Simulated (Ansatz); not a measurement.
in.yaml

```yaml
crystal:
  periodic: [false, false, false]
  atoms:
    - {symbol: Li, position_ang: [0.666818, 0.000000, 2.131823]}
    - {symbol: Mg, position_ang: [-0.204565, 0.000000, -0.518504]}
    - {symbol: H, position_ang: [0.340865, 0.000000, -2.177441]}
basis:
  gaussian: {orbitals: cc-pVTZ-DK}
magnetization: {spin_polarized: false}
correlation: {method: bccd, electrons: outside_noble_gas}
accuracy: high
output: {forces: true}
```

```sh
$ ansatz run in.yaml --threads 1 --pin off --events-out ev --progress --plain --max-ram 2393MiB
```

The program prints:

```
1084 factors; integrals over basis functions are off by at most 3.4e-9 eV
mean field evaluation 1: about -5657.0870 eV, gradient 7.6e0 eV
mean field evaluation 2: about -5657.0988 eV, gradient 7.6e0 eV
mean field evaluation 4: about -5657.6317 eV, gradient 5.3e-1 eV
mean field evaluation 8: about -5657.6347 eV, gradient 2.0e-4 eV
mean field evaluation 16: about -5657.0870 eV, gradient 7.6e0 eV
mean field -5657.63467324 eV, -207.9142393591 hartree, gradient 2.4e-8 eV, S^2 0.000000; 0 other end points of the search recorded, 0 dependent functions left out; unrestricted orbitals would lower it
6 core orbitals not correlated: weight in the atoms' cores, before any rotation towards them, 1.000 or more for the frozen orbitals, at most 0.000 for the correlated occupied ones
reference -5657.63467324 eV, -207.9142393591 hartree; 2, 2 occupied and 70, 70 virtual orbitals, 1084 factors
second order -1.46869620 eV of doubles, -0.00000000 eV of singles
cycle   1  -1.76686040 eV  change   -3.0e-1 eV  update   6.7e-2
cycle   2  -1.95049757 eV  change   -1.8e-1 eV  update   3.1e-2
cycle   3  -1.95738711 eV  change   -6.9e-3 eV  update   8.8e-3
cycle   4  -1.95849692 eV  change   -1.1e-3 eV  update   4.4e-3
cycle   5  -1.95893816 eV  change   -4.4e-4 eV  update   1.7e-3
...
cycle  19  -1.95870915 eV  change    2.3e-9 eV  update   3.4e-8
cycle  20  -1.95870915 eV  change    3.9e-9 eV  update   2.4e-8
cycle  21  -1.95870911 eV  change    3.2e-8 eV  update   1.5e-7
cycle  22  -1.95870910 eV  change    1.3e-8 eV  update   6.4e-8
cycle  23  -1.95870909 eV  change    1.1e-8 eV  update   2.4e-8
cycle  24  -1.95870909 eV  change    3.8e-9 eV  update   8.6e-9
cycle  25  -1.95870908 eV  change    1.9e-9 eV  update   3.8e-9
cycle  26  -1.95870908 eV  change   4.3e-10 eV  update   1.6e-9
cycle  27  -1.95870908 eV  change   1.3e-10 eV  update  6.4e-10
cycle  28  -1.95870908 eV  change   7.8e-11 eV  update  2.9e-10
the calculation of the forces begins
Total energy: -5659.59338232 eV, -207.9862205902 hartree
Relativity: scalar
Atom 0 at     0.666818     0.000000     2.131823 Å, force    -0.161516     0.000000     0.052882 eV/Å
Atom 1 at    -0.204565     0.000000    -0.518504 Å, force     0.404804    -0.000000     0.076465 eV/Å
Atom 2 at     0.340865     0.000000    -2.177441 Å, force    -0.243289     0.000000    -0.129348 eV/Å
Dipole moment:     0.100608     0.000000     1.153171 e Å
```

Forces (eV/Å):
```
Li  -0.162  0.000  0.053
Mg   0.405  0.000  0.076
H   -0.243  0.000 -0.129
```

Ran on 1 thread of Arm Neoverse V1, shared host: 15 s wall, 0.47 GiB peak host memory.
